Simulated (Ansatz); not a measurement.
# BH₂ (doublet): from Hartree-Fock to the top rungs at distance B1–H2 = 1.191 Å, aug-cc-pVDZ

Aim: climb from Hartree-Fock through coupled cluster and multireference methods for BH₂ (doublet) at one geometry and basis, and see what each rung misses.

The runs use Ansatz 0.2.0, Gaussian basis; aug-cc-pVDZ, core rule «outside noble gas», up to 1 orbitals frozen.

The runs, in order: UHF; CCSD(T) on ROHF; CCSD(T) on UHF; BCCD(T) on ROHF; CISD; CCSDT(Q) on ROHF; CCSDT(Q) on UHF; CASSCF and MRCISD+Q, 3 electrons in 3 orbitals; CASSCF and NEVPT2, 3 electrons in 3 orbitals; CASSCF and MRCISD+Q, 5 electrons in 6 orbitals; CASSCF and NEVPT4(SD), 5 electrons in 6 orbitals; CASSCF and NEVPT2, 5 electrons in 6 orbitals; Full CI.

15 further runs of the same task are left out: 11 that didn't finish, 4 set aside as unsound or not needed.

## Step 1: What is computed

The geometry derives from a PBE0/def2-TZVP stationary point (not a proven minimum). One bond is set to the value named and the two fragments are kept rigid.

3 atoms, charge 0, spin multiplicity 2.

Atoms are counted from 1 here; the program's logs count them from 0.

Bond lengths: B1–H2 1.191 Å, B1–H3 1.191 Å. Angles: H2–B1–H3 129.4°.

## Step 2: UHF

Contents of in.yaml:

```yaml
crystal:
  periodic: [false, false, false]
  atoms:
    - {symbol: B, position_ang: [0.000000, -0.080006, 0.000000]}
    - {symbol: H, position_ang: [0.000000, 0.429067, -1.077008]}
    - {symbol: H, position_ang: [0.000000, 0.429067, 1.077008]}
basis:
  gaussian: {orbitals: aug-cc-pVDZ}
magnetization: {spin_polarized: true, initial_magnetization: 1}
hamiltonian: {xc: hf}
output: {orbitals: {seedname: orbitals}}
```

The run is started by

```
ansatz run in.yaml --threads 1 --pin off --events-out ev --progress --plain --max-ram 2393MiB
```

Further steps of the session: CCSD(T) on ROHF; CCSD(T) on UHF; BCCD(T) on ROHF; CISD; CCSDT(Q) on ROHF; CCSDT(Q) on UHF; CASSCF and MRCISD+Q, 3 electrons in 3 orbitals; CASSCF and NEVPT2, 3 electrons in 3 orbitals; CASSCF and MRCISD+Q, 5 electrons in 6 orbitals; CASSCF and NEVPT4(SD), 5 electrons in 6 orbitals; CASSCF and NEVPT2, 5 electrons in 6 orbitals; Full CI.

Before running them: what should the planned runs give, taken together? Wanted: FCI below the RHF energy; RMP2 from FCI; UMP2 from FCI; RCCSD from FCI; RCCSD(T) from FCI; UCCSD(T) from FCI; RCCSDT(Q) from FCI; UCCSDT(Q) from FCI; NEVPT2 pair from FCI.

**Answer**, as computed:

| quantity | value |
| --- | --- |
| FCI below the RHF energy | -2.5033 eV |
| RMP2 from FCI | +13.85 kcal/mol |
| UMP2 from FCI | +13.75 kcal/mol |
| RCCSD from FCI | +1.15 kcal/mol |
| RCCSD(T) from FCI | +0.28 kcal/mol |
| UCCSD(T) from FCI | +0.27 kcal/mol |
| RCCSDT(Q) from FCI | 0.00 kcal/mol |
| UCCSDT(Q) from FCI | 0.00 kcal/mol |
| NEVPT2 pair from FCI | +14.29 kcal/mol |
| MRCISD+Q pair from FCI | -0.26 kcal/mol |
| NEVPT2 valence from FCI | +10.48 kcal/mol |
| levels within 1 kcal/mol (43 meV) | RCCSD(T), UCCSD(T), BCCD(T), RCCSDT, UCCSDT, RCCSDT(Q), UCCSDT(Q), MRCISD+Q pair, MRCISD+Q valence |
| T1 diagnostic | 0.015 |
| effectively unpaired electrons | 1.02 |

What this shows: RCCSD(T) misses by +0.28 kcal/mol, 0.5 % of the correlation energy. MRCISD+Q pair falls below full CI: the +Q correction isn't variational, and the cores differ from full CI's. One determinant dominates. Of the multireference levels listed MRCISD+Q valence comes nearest in total energy (-0.03 kcal/mol), which doesn't show that its space is the better one. These misses are within one basis, not against nature; the frozen cores of restricted and unrestricted runs differ, which can shift their rows.
